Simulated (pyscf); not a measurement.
Structures and frequencies: ωB97X-D3(BJ)/def2-SVP in PySCF.

Q: SiH₂ [singlet] + HF → F–SiH: [singlet] + H₂
Surface: singlet. Broken: H–Si, F–H. Formed: F–Si, H–H. Give ΔE‡ and ΔE from ωB97M-D3(BJ)/def2-TZVP, relative to the separated reactants.

A: ΔE‡ = -0.05 eV, ΔE = -1.54 eV. Zero-point energy shifts the barrier by +0.07 eV. It is a four-centre exchange, with an imaginary mode of 1165i cm⁻¹. On the reactant side the descent ends in a bound adduct, 0.37 eV under the separated species and 0.33 eV under the saddle at ωB97X-D3(BJ)/def2-TZVP. At ωB97M-D3(BJ) the saddle lies under the separated reactants, which points to a path from their complex (located at ωB97X-D3(BJ) alone). One saddle was located; it need not be the lowest between these sides.
